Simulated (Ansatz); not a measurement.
A nudged elastic band was laid between two geometries of H2 + H6SSi2 (11 atoms, charge 0, multiplicity 1).

All numbers below come from Ansatz, RKS r2SCAN-D4/def2-SVP.

```yaml
movable_images: 5
climbing_image: yes
spring: 5.0 eV/Å²
optimiser: quadratic models (default)
start_path: through a guess of the saddle point
force_threshold: 0.03 eV/Å
iteration_limit: 60
end_points: relaxed
```

Initial state:

```xyz
11
Properties=species:S:1:pos:R:3
Si -0.977 -0.368 -0.404
S 0.364 -1.915 -1.099
H -2.131 -0.192 -1.340
H -1.535 -0.708 0.942
Si 0.349 1.577 -0.316
H 1.281 -0.971 1.778
H 1.278 -0.496 2.371
H -0.542 -2.918 -1.042
H 0.015 2.483 -1.457
H 0.105 2.307 0.965
H 1.792 1.200 -0.398
```

Final state:

```xyz
11
Properties=species:S:1:pos:R:3
Si -1.212 0.084 0.497
S 1.355 -2.146 -0.973
H -1.721 -0.726 -0.649
H -2.380 0.780 1.125
Si 0.329 1.715 -0.188
H 1.853 -2.102 0.281
H -0.624 -0.830 1.524
H 0.426 -3.061 -0.620
H -0.209 2.455 -1.373
H 0.529 2.700 0.921
H 1.655 1.131 -0.546
```

(1) What changes between the two ends?

(2) What energy profile does the band end with?

(3) What is the geometry of the highest image?

Answers

(1) Bonds broken: Si1–S2, H6–H7. Bonds formed: Si1–H7, S2–H6. H2 + H6SSi2 becomes H2S + H6Si2.

(2) The run converged. The highest image is number 3 of 0 to 6, 2.18 eV above the first end and 1.97 eV above the last; the last end lies 0.20 eV above the first. Neighbouring images differ by up to 1.5 eV, so the band resolves the path poorly. A vibrational analysis at the climbing image gives one clearly imaginary mode, 1202i cm⁻¹: a first-order saddle point. The orbitals stay closed-shell, which can raise the energy where a bond breaks towards radicals; this wasn't checked here.

```tsv
image	path coordinate (Å)	energy (eV)	Si1–S2 (Å)	H6–H7 (Å)	Si1–H7 (Å)
0	0.00	0.00	2.16	0.76	3.58
1	0.90	0.07	2.17	0.76	3.04
2	1.79	0.71	2.24	0.78	2.34
3	2.69	2.18	2.56	1.02	1.73
4	3.53	0.80	3.13	1.54	1.52
5	4.38	0.26	3.60	2.19	1.50
6	5.22	0.20	3.70	3.05	1.50
```

(3) 
```xyz
11
Properties=species:S:1:pos:R:3:forces:R:3
Si -0.813 -0.256 0.121 -0.01 0.00 0.02
S 0.847 -1.934 -0.871 0.00 0.00 0.00
H -1.691 -0.567 -1.062 0.00 0.00 0.00
H -1.834 -0.168 1.228 0.01 0.00 -0.01
Si 0.427 1.707 -0.185 0.01 0.00 0.00
H 0.682 -1.383 0.679 0.00 0.00 0.00
H 0.230 -0.800 1.389 0.00 0.00 0.00
H 0.041 -2.975 -0.560 0.00 0.00 0.00
H -0.083 2.477 -1.359 0.00 0.00 0.00
H 0.337 2.555 1.042 0.00 0.00 0.00
H 1.858 1.343 -0.421 0.00 0.00 0.00
```

Time of the run: 2.2 min on 2 threads of Intel(R) Xeon(R) Platinum 8488C (Sapphire Rapids), with other jobs on the host, peak memory 0.17 GiB.
